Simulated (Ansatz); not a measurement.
The first iterations of a band of C$_{2}$H$_{6}$N (9 atoms, charge -1, multiplicity 1).

These are results of RKS r2SCAN-D4/def2-SVP in Ansatz 0.2.0, not measurements.

| Item | Value |
| --- | --- |
| movable images | 5 |
| climbing image | yes |
| spring | 5.0 eV/Å² |
| optimiser | quadratic models (default) |
| start path | through a guess of the saddle point |
| force threshold | 0.03 eV/Å |
| iteration limit | 60 |
| end points | relaxed |

Initial state:

```xyz
9
Properties=species:S:1:pos:R:3
C -0.205 0.801 -0.779
N 0.481 -0.407 -0.671
C 0.316 -0.895 0.624
H -1.343 0.765 -0.566
H -0.120 1.258 -1.794
H 0.118 1.641 -0.050
H -0.774 -1.086 0.965
H 0.840 -1.867 0.790
H 0.687 -0.210 1.481
```

Final state:

```xyz
9
Properties=species:S:1:pos:R:3
C -0.146 0.815 -0.777
N -0.205 -0.574 -0.690
C 0.099 -0.947 0.618
H -0.856 1.403 -0.076
H -0.380 1.195 -1.801
H 0.868 1.303 -0.506
H 0.073 -2.053 0.769
H 1.136 -0.621 1.016
H -0.589 -0.521 1.446
```

| iteration | highest image above the first end (eV) | largest band force component (eV/Å) |
| --- | --- | --- |
| 1 | 0.436 | 2.508 |
| 2 | 0.274 | 0.825 |

Problem. Does the band converge within its limit, and where does its top end?

Solution. The forces met the threshold. It ended after 5 iterations with the highest image 0.263 eV above the first end. A vibrational analysis at the climbing image gives one clearly imaginary mode, 365i cm⁻¹: a first-order saddle point. Limits of this set-up: an anion without diffuse functions, the dipole of an ion depends on the origin.

Time of the run: 86 s on 1 thread of Arm Neoverse V1 (shared host), peak memory 0.13 GiB.
